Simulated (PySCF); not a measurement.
**Working with the constants of SiN⁺**

UHF-CCSD(T) constants of SiN⁺, ³Σ⁻ (triplet), unpaired electrons π ↑↑ (PySCF, no relativity, basis sets Si def2-TZVPPD, N def2-TZVPPD; masses 27.9769 and 14.0031 u):

| Property | Result |
| --- | --- |
| ωe | 781.6 cm⁻¹ |
| ωexe | 5.6 cm⁻¹ |
| Be | 0.56285 cm⁻¹ |
| αe | 0.00533 cm⁻¹ |
| D (centrifugal) | 1.17e-06 cm⁻¹ |
| De to Si⁺ + N | 2.35 eV |

(1) Give the vibrational terms G(v) and spacings up to v = 6.

(2) How well does the Morse estimate ωe²/(4ωexe) reproduce De, and what is D0?

Correlated steps freeze 6 core orbitals. For an ion De counts to the pair picked by the measured ionisation energies or electron affinities, which need not be the lowest pair at this level. The state is the lowest determinant that a PBE0 search found; another state may lie lower at other levels.

Answers

(1) G(v) = ωe(v+½) − ωexe(v+½)².

| v | G(v) (cm⁻¹) | G(v) − G(v−1) | Bv (cm⁻¹) |
| --- | --- | --- | --- |
| 0 | 389 |  | 0.5602 |
| 1 | 1160 | 770 | 0.5549 |
| 2 | 1919 | 759 | 0.5495 |
| 3 | 2667 | 748 | 0.5442 |
| 4 | 3404 | 737 | 0.5389 |
| 5 | 4129 | 726 | 0.5335 |
| 6 | 4844 | 714 | 0.5282 |

(2) It gives 3.38 eV, 144 % of the computed De. D0 = De − G(0) = 2.35 − 0.05 = 2.30 eV.
